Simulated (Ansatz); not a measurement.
Input file:

```yaml
crystal:
  periodic: [false, false, false]
  atoms:
    - {symbol: B, position_ang: [0.000000, 0.000000, 0.000000]}
    - {symbol: Al, position_ang: [0.000000, 0.000000, 3.390000]}
basis:
  gaussian: {orbitals: def2-SVPD}
magnetization: {spin_polarized: false}
hamiltonian: {pseudopotentials: {relativity: scalar}}
correlation: {method: ccsd_t, electrons: valence}
scf: {lower_state_search: off}
output: {forces: true}
```

```sh
$ ansatz run in.yaml --threads 1 --pin off --events-out ev --progress --plain --max-ram 2393MiB
```

Output:

```
these checks for a lower state are left out or cut short: starts, cluster_reference, orbital_swaps, neighbouring_geometries, increment
411 factors; integrals over basis functions are off by at most 4.9e-4 eV
mean field evaluation 1: about -7256.1507 eV, gradient 4.1e0 eV
mean field evaluation 2: about -7256.1508 eV, gradient 4.1e0 eV
mean field evaluation 4: about -7256.4038 eV, gradient 3.7e-1 eV
mean field evaluation 8: about -7256.4045 eV, gradient 8.3e-4 eV
mean field -7256.40454773 eV, -266.6679485612 hartree, gradient 2.6e-6 eV, S^2 0.000000; 0 other end points of the search recorded, 0 dependent functions left out; unrestricted orbitals would lower it
6 core orbitals not correlated: weight in the atoms' cores, before any rotation towards them, 1.000 or more for the frozen orbitals, at most 0.000 for the correlated occupied ones
reference -7256.40454773 eV, -266.6679485612 hartree; 3, 3 occupied and 35, 35 virtual orbitals, 411 factors
second order -2.71416445 eV of doubles, -0.00000000 eV of singles
cycle   1  -3.41507856 eV  change   -7.0e-1 eV  update   1.1e-1
cycle   2  -3.91666267 eV  change   -5.0e-1 eV  update   6.0e-2
cycle   3  -3.97025861 eV  change   -5.4e-2 eV  update   2.0e-2
cycle   4  -3.98401920 eV  change   -1.4e-2 eV  update   9.3e-3
cycle   5  -3.98912947 eV  change   -5.1e-3 eV  update   4.3e-3
cycle   6  -3.98675050 eV  change    2.4e-3 eV  update   2.4e-3
cycle   7  -3.98543528 eV  change    1.3e-3 eV  update   1.6e-3
cycle   8  -3.98716422 eV  change   -1.7e-3 eV  update   1.1e-3
cycle   9  -3.98712803 eV  change    3.6e-5 eV  update   6.0e-4
cycle  10  -3.98674180 eV  change    3.9e-4 eV  update   2.0e-4
cycle  11  -3.98677419 eV  change   -3.2e-5 eV  update   6.9e-5
cycle  12  -3.98677973 eV  change   -5.5e-6 eV  update   3.2e-5
cycle  13  -3.98680224 eV  change   -2.3e-5 eV  update   1.3e-5
cycle  14  -3.98678656 eV  change    1.6e-5 eV  update   5.9e-6
cycle  15  -3.98678343 eV  change    3.1e-6 eV  update   1.9e-6
cycle  16  -3.98678372 eV  change   -2.8e-7 eV  update   9.2e-7
cycle  17  -3.98678493 eV  change   -1.2e-6 eV  update   4.5e-7
perturbative correction -0.19253088 eV, -0.0070753795 hartree
the calculation of the forces begins
Total energy: -7260.58386354 eV, -266.8215355846 hartree
Relativity: scalar
Atom 0 at     0.000000     0.000000     0.000000 Å, force    -0.000000     0.000000     0.653974 eV/Å
Atom 1 at     0.000000     0.000000     3.390000 Å, force     0.000000     0.000000    -0.653974 eV/Å
Dipole moment:    -0.000000     0.000000     0.247091 e Å
Checks for a lower state left out: starts, cluster_reference, orbital_swaps, neighbouring_geometries, increment
```

Forces (eV/Å):
```
B    0.000  0.000  0.654
Al   0.000  0.000 -0.654
```

Ran on 1 thread of Arm Neoverse V1, shared host: 0.76 s wall, 0.15 GiB peak host memory.
